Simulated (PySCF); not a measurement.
Effect of structural changes

Theory: TDDFT wB97X-D/def2-SVPD circular dichroism and optical rotation, one conformer, gas phase in PySCF. Geometry: GFN2-xTB.

Each molecule in one low-energy conformer. The parent is N[C@@H]1C[C@H]1CF.

The molecule is flexible and this is one conformer; a measurement averages over conformers.

Task: How does the specific rotation at 589.3 nm (origin-invariant length gauge) change along this series?
- N[C@@H]1C[C@H]1CF (base)
- N[C@@H]1C[C@@H]1CF (diastereomer)

Result: 
| molecule | [α]589 (deg dm⁻¹ (g/mL)⁻¹) | S1 (eV) | R(S1), velocity form (10⁻⁴⁰ esu² cm²) |
| --- | --- | --- | --- |
| N[C@@H]1C[C@H]1CF | +16.5 | 6.93 | +5.8 |
| N[C@@H]1C[C@@H]1CF | +49.0 | 6.75 | +2.9 |

The specific rotation at 589.3 nm (origin-invariant length gauge) is lowest for N[C@@H]1C[C@H]1CF and highest for N[C@@H]1C[C@@H]1CF.
